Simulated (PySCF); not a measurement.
NP: calculation against experiment

**The experiment to reproduce.**

NIST CCCBDB Release 22 (SRD 101), experimental dipoles lists, for the gas: dipole moment (microwave Stark effect, equilibrium value μe) 2.751 ± 0.0008 D.

Liu, Meijer, Perez-Rios, Phys. Chem. Chem. Phys. 22 (2020) 24191 lists, for the gas: dipole moment 2.7514 D.

The results are set against them at the end.

NP.
Numbering: `[N:1]#[P:2]`

Geometry (BHandHLYP/def2-TZVP, Å), atoms numbered from 1 in this order:
```xyz
2
PN angstrom
N      0.733   -0.004   -0.002
P     -0.730    0.004   -0.011
```

The PySCF runs (gas phase, on this BHandHLYP/def2-TZVP geometry; no spin–orbit coupling):

| level | job | basis functions | wall time |
| --- | --- | --- | --- |
| BHandHLYP/def2-TZVP, grid level 1 | geometry optimisation from a GFN2-xTB start | 68 | 1.5 s |

Hardware: one thread, Arm Neoverse V1 (aarch64), on a shared host.

## Comparison

**Dipole moment.** Measured: 2.751 D (NIST CCCBDB Release 22 (SRD 101), experimental dipoles) and 2.7514 D (Liu, Meijer, Perez-Rios, Phys. Chem. Chem. Phys. 22 (2020) 24191). Differences are taken against the first.

| level | computed (D) | computed − measured (D) | % (from the printed values) |
| --- | --- | --- | --- |
| BHandHLYP/def2-TZVP | 3.067 | +0.316 | +11 |

The computed dipoles belong to one fixed geometry; measured ones are averaged over vibrations unless marked μe. Magnitudes are compared, not signs.

The geometry is computed, not the measured one. Where a level misses, the cause wasn't examined.
